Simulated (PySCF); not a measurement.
Work out the structure from these simulated measurements.

Formula: C3H9PS.

| Quantity | Value |
| --- | --- |
| UV, first state | lowest singlet excitation: 5.94 eV (209 nm, f = 0.140 summed over 2 states within 0.01 eV) [TDDFT CAM-B3LYP/def2-SVPD] |
| 13C NMR | chemical shifts (computed TMS as zero) by class: 24.9 (3 C) ppm [GIAO KT3/pcSseg-2] |
| NMR, other nuclei | isotropic shieldings of nuclei other than C and H, by class: 314 (1 P), 714 (1 S) ppm [GIAO KT3/pcSseg-2] |
| Rotational structure | rotational constants A, B, C: 3.571, 2.335, 2.334 GHz [PBE0-D3(BJ)/def2-SVP] |
| Valence photoelectron | vertical ionisation energy: 8.36 eV [ΔSCF CAM-B3LYP/def2-SVPD] |
| Triplet | lowest triplet excitation (Tamm–Dancoff): 5.53 eV [TDA CAM-B3LYP/def2-SVPD] |

The electronic properties come from PySCF, for the isolated species, density fitting. Levels stand in brackets. Geometry: PBE0-D3(BJ)/def2-SVP; no solvent, vibrations or thermal averaging. NMR classes are plain means over equivalent atoms (diastereotopic ones count apart unless rotation or inversion swaps them), as if these changed places fast.

Q: Propose a structure and show how it fits.

A: Numbering: `[CH3:1][P:2]([CH3:3])([CH3:4])=[S:5]`. 3 carbons fall into 1 class: sp3 carbon bound to phosphorus [C1/C3/C4] (24.9 ppm, 3 C). The other shieldings belong to: 314 ppm, phosphorus bonded to 3 C and S [P2]; 714 ppm, sulfur bonded to P [S5]. The optimised geometry has point group C3v and is a prolate symmetric top (the spread among constants that symmetry makes equal is optimisation noise). Structure: `CP(C)(C)=S`. The assignments are read from this structure; whether some other isomer fits the data as well wasn't checked.
